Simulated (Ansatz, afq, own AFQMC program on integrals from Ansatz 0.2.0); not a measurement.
## Where AFQMC and coupled cluster stand for Si2Ge3H9, doublet

```xyz
14

Si   -1.3611   -0.7856    1.3307
Ge    0.2724   -1.9328    0.0197
Si    1.6343   -0.3648   -1.1603
Ge    0.8841    1.7726   -0.3745
Ge   -1.4152    1.3949    0.3437
H    -0.9441   -0.6960    2.7675
H    -2.6902   -1.4689    1.2700
H     1.0420   -3.0571    0.7487
H     1.3910   -0.4756   -2.6328
H     3.0920   -0.5918   -0.9074
H     0.9993    2.8803   -1.4407
H     1.7262    2.1829    0.8517
H    -1.9123    2.4810    1.3171
H    -2.3409    1.3818   -0.8904
```

Basis def2-SVP. Only valence electrons are correlated. Integrals, coupled cluster, full CI and functionals: Ansatz 0.2.0; the random walks run on the same integrals in our own AFQMC program. ph-AFQMC/CISD is guided by a CISD state made of CCSD amplitudes; releasing the constraint for a short imaginary time cuts its bias at the price of noise, slowly where states lie close. Error bars are statistical, one sigma. No spin–orbit coupling.

Determinant: UHF, the one that the program's search chose, which needn't be the lowest solution. The geometry is a PBE0/def2-SVP stationary point of this or a neighbouring charge and spin state.

No full CI on the walks' own integrals is used here. The released AFQMC energy serves as the reference, which it does only where one determinant dominates, the energy is flat over the last release times and near the phaseless one (40 meV or 2 meV an electron, half that with transition metals). On small molecules, where full CI could be run and the noise was under 10 meV, such values lay within 10 meV of it in 19 cases of 20, a flattering rate, since the rule was set on those same cases; what remains of the bias isn't in the error bar.

Cautions: no relativity below Rb; no spin-orbit coupling; inner d shell frozen; the released value is read at 0.90 1/Eh with a noise of 15 meV, more than in the cases checked (meV from the phaseless value at times in 1/Eh: -1 ± 14 at 0.21, 12 ± 13 at 0.42, 26 ± 15 at 0.63, 11 ± 15 at 0.90).

* T1 diagnostic: 0.0142
* weight of the determinant in the CISD state: 0.736
* ⟨S²⟩ of the determinant: 0.761
* size of the correlated space: 29 electrons in 125 orbitals

```
  level  correlation energy (eV)
    MP2                 -12.6346
   CCSD                 -15.0593
CCSD(T)                 -15.5715
```

Task: Estimate where phaseless AFQMC with a CISD trial lies against CCSD(T) on the same integrals.

Result: 2.39 ± 0.31 kcal/mol below CCSD(T).

Reference: AFQMC with the constraint released, correlation energy -15.664 ± 0.015 eV.

```tsv
level	E − E(reference) (kcal/mol)	share of correlation (%)
CCSD(T)	2.13 ± 0.34	99.41
ph-AFQMC/CISD	-0.26 ± 0.46	100.07
```

Released energies are given only where the last usable release times agree within the noise; a slower fall can still hide under it.
